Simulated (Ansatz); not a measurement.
Geometry optimisation, RKS PBE-D4/def2-SVP in Ansatz.

The input (input.yaml):

```yaml
crystal:
  periodic: [false, false, false]
  atoms:
    - { symbol: C, position_ang: [-0.1447, 0.3333, 0.7723] }
    - { symbol: C, position_ang: [-0.2523, -0.1889, -0.4502] }
    - { symbol: O, position_ang: [-1.45542, -0.28846, -1.06323] }
    - { symbol: Cl, position_ang: [1.04459, -0.73597, -1.32535] }
    - { symbol: H, position_ang: [-1.0925, 0.7197, 1.2377] }
    - { symbol: H, position_ang: [0.7407, 0.5262, 1.2914] }
    - { symbol: H, position_ang: [-2.1777, 0.06512, -0.42237] }
basis:
  gaussian: { orbitals: def2-SVP }
hamiltonian:
  xc: pbe
  dispersion: d4
relax:
  f_tol: 0.015
  max_steps: 40
```

Command:

```bash
$ ansatz run input.yaml --threads 1 --pin off --max-ram 2048MiB --backend cpu --events-out ev --progress --plain --runs-dir out
```

Where does it end, and by what steps?

The forces met the threshold. After 6 steps the energy has fallen by 0.291 eV; H7 moved furthest, 0.15 Å.

| step | energy less start (eV) | largest force component (eV/Å) | accepted |
| --- | --- | --- | --- |
| 0 | 0.0000 | 2.167 | yes |
| 1 | -0.2244 | 1.117 | yes |
| 2 | -0.2620 | 0.695 | yes |
| 3 | -0.2847 | 0.411 | yes |
| 4 | -0.2907 | 0.051 | yes |
| 5 | -0.2910 | 0.048 | yes |
| 6 | -0.2912 | 0.008 | yes |

```xyz
7
Properties=species:S:1:pos:R:3
C -0.171 0.395 0.812
C -0.317 -0.151 -0.413
O -1.463 -0.330 -1.106
Cl 1.040 -0.740 -1.328
H -1.050 0.758 1.366
H 0.820 0.486 1.271
H -2.198 0.013 -0.561
```

Whether the end is a true minimum wasn't checked by a vibrational analysis.

The run took 13 s on 1 thread of Arm Neoverse V2, on a shared host, peak memory 0.13 GiB.
